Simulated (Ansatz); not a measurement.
**Si₂N+ (triplet): from Hartree-Fock to the top rungs, def2-QZVPP**

One table from this session's results is given with a row withheld; the runs are named, their logs left out.

Program: Ansatz 0.2.0, Gaussian basis. Level of theory: def2-QZVPP, core rule «outside noble gas», up to 11 orbitals frozen. These are calculated values, not measurements.

Plan: UHF; ROHF; CCSD(T) on UHF.

## The system

The geometry is a PBE0/def2-TZVP stationary point (not a proven minimum) of the parent state, kept for this charge and spin.

3 atoms, charge 1, spin multiplicity 3.

Atoms are counted from 1 here; the program's logs count them from 0.

Bond lengths: Si1–N2 1.661 Å, N2–Si3 1.597 Å. Angles: Si1–N2–Si3 180.0°.

The first run:

Contents of in.yaml:

```yaml
crystal:
  periodic: [false, false, false]
  atoms:
    - {symbol: Si, position_ang: [0.000000, 0.000000, 1.639800]}
    - {symbol: N, position_ang: [0.000000, 0.000000, -0.021300]}
    - {symbol: Si, position_ang: [0.000000, 0.000000, -1.618500]}
basis:
  gaussian: {orbitals: "def2-QZVPP.json"}
total_charge: 1
magnetization: {spin_polarized: true, initial_magnetization: 2}
hamiltonian: {xc: hf}
output: {orbitals: {seedname: orbitals}}
```

On the command line:

```sh
ansatz run in.yaml --threads 1 --pin off --events-out ev --progress --plain --max-ram 2560MiB --backend cpu
```

Among the steps run: UHF; ROHF; CCSD(T) on UHF.

One of the session's tables, all rows but one given; the rest of the session is left out.

It belongs to the step «Misses and costs». 

```
  method  from UCCSD(T) (kJ/mol)
    ROHF                 +1023.5
     UHF                 +1016.9
    UMP2                  +101.3
   UCCSD                       ?
UCCSD(T)                       0
```

Q: Estimate the row for UCCSD from the others.

**Answer.** from UCCSD(T) (kJ/mol): +64.4. In the column «from UCCSD(T) (kJ/mol)» it lies between UCCSD(T) (0) and UMP2 (+101.3).
